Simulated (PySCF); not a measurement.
## Löwdin shares of the frontier orbitals

1,1,2-trichloroethane, C2H3Cl3.
Structure used (PBE0-D3(BJ)/def2-TZVP), in Å, numbered top down from 1:
```
atom  x, y, z in Å
Cl1   -1.6560   -0.9532   -1.0113
C2    -0.7338   -0.0983    0.2367
C3     0.6732    0.1979   -0.2253
Cl4    1.6112   -1.2746   -0.4773
Cl5    1.4388    1.2332    0.9982
H6    -0.7160   -0.7117    1.1360
H7    -1.2462    0.8407    0.4400
H8     0.6817    0.7495   -1.1621
```

Level of theory: TDDFT CAM-B3LYP/aug-cc-pVTZ, vertical, gas phase, core orbitals frozen in the response (PySCF). One conformer (not necessarily the lowest) at the PBE0-D3(BJ)/def2-TZVP geometry, without solvent, vibrations or thermal averaging.

Kohn–Sham orbitals with the atoms that hold most of them (Löwdin shares over 4%, at most four atoms; ? is withheld):

```
orbital  ε (eV)                              atoms
 LUMO+2    0.60     H6 24%, H8 23%, C2 14%, C3 13%
 LUMO+1    0.53   Cl5 39%, C3 19%, C2 12%, Cl1 12%
   LUMO       ?                                  ?
   HOMO  -10.20                                  ?
 HOMO-1  -10.35    Cl1 54%, C2 15%, Cl4 15%, C3 6%
 HOMO-2  -10.44  Cl5 32%, Cl4 28%, Cl1 18%, C3 12%
 HOMO-3  -10.77  Cl1 40%, Cl4 25%, Cl5 11%, C3 10%
```

Which atoms hold the HOMO, and with what shares?

Cl1 (bonded to C) 31%; Cl4 (bonded to C) 30%; Cl5 (bonded to C) 19%; C3 (bonded to C, 2 Cl and H) 11%. By element: chlorine 80%, carbon 11% or more.

Give the leading atoms of the LUMO.

H7 (bonded to C) 34%; H8 (bonded to C) 30%; H6 (bonded to C) 18%; C3 (bonded to C, 2 Cl and H) 5%. By element: hydrogen 81%, carbon 5% or more.

What is the LUMO energy, and the HOMO–LUMO gap?

ε(LUMO) = 0.22 eV; the gap is 10.42 eV (0.3828 hartree).

How does S1 compare with the orbital gap of 10.42 eV?

S1 is at 7.06 eV (f = 0.0075), 3.35 eV below the gap, made of HOMO→LUMO+1 (40%), HOMO→LUMO+3 (10%). Its leading pair isn't HOMO and LUMO; the energies of that pair differ by 10.73 eV. Without the coupling terms of the response equations the lowest excitation would equal the gap.

Next come S2 at 7.12 eV (f 0.0079), HOMO-2→LUMO+1 (38%), HOMO-2→LUMO+3 (10%), HOMO-1→LUMO+1 (9%); S3 at 7.32 eV (f 0.0035), HOMO→LUMO+3 (17%), HOMO→LUMO+1 (9%); S4 at 7.36 eV (f 0.0061), HOMO-1→LUMO+3 (17%), HOMO-1→LUMO+1 (14%), HOMO-4→LUMO+1 (10%); S5 at 7.48 eV (f 0.0034), HOMO-4→LUMO+1 (19%).

On one thread of an Intel Xeon 6975P-C, shared host, this took 36 s and 1.3 GiB of memory at its peak.
